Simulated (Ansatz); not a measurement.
A made-up structure of AlSiH₅S, singlet:

```
atom    x (Å)    y (Å)    z (Å)
 Al1  -0.5549   1.2780  -1.2189
  S2   0.4884  -1.0214   0.8639
 Si3   0.8163  -0.4153  -1.1631
  H4  -1.3745   1.6232   0.0896
  H5  -0.6580   2.0778  -2.5753
  H6   1.2841  -2.1030   1.0802
  H7  -0.8104  -1.3676   1.0707
  H8   0.8249  -0.0322   1.7344
```

It is relaxed with PBE-D4/def2-SVP and then PBE0-D4/def2-TZVP (Ansatz 0.2.0). Atoms count as bonded within 1.22 times the sum of their covalent radii (H–H: 0.88 Å). The end point is not checked to be a true minimum.

Task: Does its bonding change? (A judgement: the text doesn't fix the answer.)

Result: By the calculation: Yes. Formed: H4–H7; broken: Al1–H4, S2–H7.

Where it ends: The first stage lowers the energy by 3.05 eV in 28 steps. It ends as a complex of AlSiH₃S ([AlH][Si][SH2]) + H₂:
| atom | x (Å) | y (Å) | z (Å) |
| --- | --- | --- | --- |
| Al1 | -0.1934 | 0.9247 | -1.4049 |
| S2 | 0.6979 | -0.9627 | 0.8868 |
| Si3 | 1.6583 | -0.4445 | -1.1272 |
| H4 | -1.8591 | 1.1136 | 0.1596 |
| H5 | -1.2442 | 1.9588 | -2.0243 |
| H6 | 0.7065 | -2.3161 | 1.0168 |
| H7 | -1.4078 | 0.6289 | 0.5298 |
| H8 | 1.6576 | -0.8633 | 1.8448 |

Labels in which every atom is bracketed show which atoms are joined, not bond orders.

For scale, one of the runs: PBE0-D4/def2-TZVP relaxation, 141 basis functions, launched by `ansatz run in.yaml --threads 2 --pin off --events-out ev --progress --plain --max-ram 4352MiB`. The run took about 29 s on 2 CPU threads of an Arm Neoverse V2 (shared host).
